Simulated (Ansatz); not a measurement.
The end point of a relaxation of InAs. These are PBE (plane waves to 420 eV, PAW, scalar-relativistic; Ansatz, a first-principles code) values and carry that method's errors.

```xyz
2
Lattice="0.0000 3.0935 3.0935 3.0935 0.0000 3.0935 3.0935 3.0935 0.0000" Properties=species:S:1:pos:R:3 pbc="T T T"
As     3.0935     3.0935     3.0935
In     1.5467     1.5467     1.5467
```

### Question
Find the space group and the Wyckoff positions (tolerance 0.01 Å).

### Answer
Space group F-43m (No. 216); a = b = c = 6.1869 Å, α = β = γ = 90.00°

```json
[
 {"atom": "As", "site": "4b", "symmetry": "-43m", "x": "0.5000", "y": "0.5000", "z": "0.5000"},
 {"atom": "In", "site": "4d", "symmetry": "-43m", "x": "0.7500", "y": "0.7500", "z": "0.7500"}
]
```

This is the zinc blende type.

### Question
Give the shortest distances between elements (the closest pairs, up to four, under 3.6 Å).

### Answer
As–In 2.68 Å.

- Volume per atom = 29.60 Å³
- Density = 5.32 g/cm³
- Band gap = zero (the bands touch at this level, without spin-orbit coupling)

No spin polarisation in the result.

Measured for InAs: a 6.047 Å (static lattice; corrected from measurement; as listed in Daniel Mejia-Rodriguez, S. B. Trickey, Phys. Rev. B (2018)); gap 0.417 eV (0 K or low temperature; as listed in I. Vurgaftman, J. R. Meyer, L. R. Ram-Mohan, Journal of Applied Physics (2001)). Computed minus measured — a: PBE +2.3 %; gap: PBE -0.42 eV. The computed values are for a static lattice, and a measured gap can be an optical one, lowered by exciton binding.

The run could not lose the symmetry of its start.
